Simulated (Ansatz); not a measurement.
Basis-set extrapolation for `OCCCF` (PBE0-D4/def2-TZVP geometry, frozen core, Ansatz). Multiplicity 1, RHF reference.

```
                      def2-TZVPP   def2-QZVPP
                 HF  -292.093323  -292.106903
    MP2 correlation    -1.008617    -1.086009
CCSD(T) correlation    -1.080998      not run
```

Energies in hartree. Use E(X) = E(∞) + A·exp(−7.88·√X) for Hartree–Fock and E(X) = E(∞) + B·X^(−2.97) for correlation, with X = 3 and 4, and add CCSD(T) minus MP2 of the smaller set to the MP2 limit.

Task: What is the CCSD(T) energy at the basis-set limit?

Result: HF limit: -292.106903 + (-0.013580) × 0.13774 = -292.10877. MP2 limit: -1.086009 + (-0.077392) × 0.74074 = -1.14334. Higher-order term: -1.080998 − (-1.008617) = -0.07238. Total: -293.32449 hartree, 94.2 kcal/mol below CCSD(T)/def2-TZVPP.
